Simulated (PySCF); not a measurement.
## How methods differ on the ionisation energy of Al

Al [Ne] 3s2 3p1 (2P) → Al⁺ [Ne] 3s2 (1S), as a difference of total energies. Computed with PySCF 2.14 in cc-pV(T+d)Z (5s4p3d1f, 39 functions), with no relativity, point nucleus. Correlated levels: valence: [Ne] frozen. The calculations carry no spin-orbit coupling.

```csv
method,ionisation energy (eV)
UHF,5.598
B3LYP,6.014
TPSS,6.144
MP2 (valence),5.818
SCS-MP2 (valence),5.803
CCSD (valence),5.912
CCSD(T) (valence),5.943
```

Q: How much does correlation contribute at CCSD(T) (valence)?

A: 5.943 − (5.598) = 0.345 eV, measured against UHF.

Errors of the correlated levels include the incompleteness of this basis and the frozen core.

For comparison: 5.977 eV (measured; NIST levels, between the centres of gravity of the two terms).
